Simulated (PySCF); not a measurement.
CH3NSi, SMILES N#C[SiH3], point group C3v.

Level: PBE0/pcSseg-1 in PySCF (density fitting, grid level 2); geometry and Hessian at that level, cubic constants and property derivatives from steps of ±0.6 along each species' dimensionless normal coordinates, second-order vibrational perturbation theory. The parent has the commonest isotopes.

Equilibrium geometry (Å):

```json
{"atom": "N1", "x": "2.4218", "y": "-0.0780", "z": "-0.0299"}
{"atom": "C2", "x": "1.2676", "y": "-0.0403", "z": "-0.0225"}
{"atom": "Si3", "x": "-0.5842", "y": "0.0205", "z": "-0.0106"}
{"atom": "H4", "x": "-1.0229", "y": "0.0040", "z": "1.4048"}
{"atom": "H5", "x": "-1.0753", "y": "-1.1718", "z": "-0.7409"}
{"atom": "H6", "x": "-0.9946", "y": "1.2735", "z": "-0.6872"}
```

Species: ²⁹Si at 3. Output of the displacement run:

```
mode    cm-1    km/mol   phi_rrr   E(+)/cm-1  E(-)/cm-1
  1    269.39     3.36      -5.6      51.09      51.52
  2    269.50     3.35       0.2      51.31      51.33
  3    603.28    36.83    -154.0     103.23     114.30
  4    682.44    44.69     -16.2     122.81     124.05
  5    682.68    44.70     -18.4     122.73     124.18
  6    919.79   237.14     -45.6     164.09     167.40
  7    944.98    46.91     -20.8     169.58     171.11
  8    945.13    46.84      71.8     172.97     167.74
  9   2291.65    37.09    -687.7     388.70     438.16
 10   2300.83    66.63    -284.9     405.49     425.97
 11   2300.91    66.64     426.4     431.04     400.41
 12   2340.72    11.07    -645.1     399.02     445.39
```

For the shielding of H6 (σe = 27.20 ppm):

```json
{"mode": "1", "ω (cm⁻¹)": "269", "Σr φrrs (cm⁻¹)": "-3", "∂σ/∂q": "0.126", "∂²σ/∂q²": "-0.161"}
{"mode": "2", "ω (cm⁻¹)": "270", "Σr φrrs (cm⁻¹)": "4", "∂σ/∂q": "-0.006", "∂²σ/∂q²": "-0.067"}
{"mode": "3", "ω (cm⁻¹)": "603", "Σr φrrs (cm⁻¹)": "-81", "∂σ/∂q": "-0.080", "∂²σ/∂q²": "-0.011"}
{"mode": "4", "ω (cm⁻¹)": "682", "Σr φrrs (cm⁻¹)": "0", "∂σ/∂q": "-0.024", "∂²σ/∂q²": "-0.268"}
{"mode": "5", "ω (cm⁻¹)": "683", "Σr φrrs (cm⁻¹)": "3", "∂σ/∂q": "0.007", "∂²σ/∂q²": "-0.057"}
{"mode": "6", "ω (cm⁻¹)": "920", "Σr φrrs (cm⁻¹)": "-12", "∂σ/∂q": "-0.047", "∂²σ/∂q²": "-0.199"}
{"mode": "7", "ω (cm⁻¹)": "945", "Σr φrrs (cm⁻¹)": "-2", "∂σ/∂q": "0.003", "∂²σ/∂q²": "-0.128"}
{"mode": "8", "ω (cm⁻¹)": "945", "Σr φrrs (cm⁻¹)": "1", "∂σ/∂q": "0.000", "∂²σ/∂q²": "-0.357"}
{"mode": "9", "ω (cm⁻¹)": "2292", "Σr φrrs (cm⁻¹)": "-853", "∂σ/∂q": "-1.130", "∂²σ/∂q²": "0.099"}
{"mode": "10", "ω (cm⁻¹)": "2301", "Σr φrrs (cm⁻¹)": "1", "∂σ/∂q": "1.031", "∂²σ/∂q²": "0.093"}
{"mode": "11", "ω (cm⁻¹)": "2301", "Σr φrrs (cm⁻¹)": "0", "∂σ/∂q": "-0.909", "∂²σ/∂q²": "0.070"}
{"mode": "12", "ω (cm⁻¹)": "2341", "Σr φrrs (cm⁻¹)": "695", "∂σ/∂q": "0.111", "∂²σ/∂q²": "-0.002"}
```

Question: Work out the zero-point average of this shielding.

Answer: With ⟨qs⟩ = −Σr φrrs/(4ωs) and ⟨qs²⟩ = 1/2: the mean displacements are 0.003, -0.003, 0.034, 0.000, -0.001, 0.003, 0.001, 0.000, 0.093, 0.000, 0.000, -0.074. The anharmonic term Σ (∂σ/∂q)⟨q⟩ is -0.12 ppm, the harmonic term ¼ Σ ∂²σ/∂q² is -0.25 ppm, so ⟨σ⟩ = 26.84 ppm.
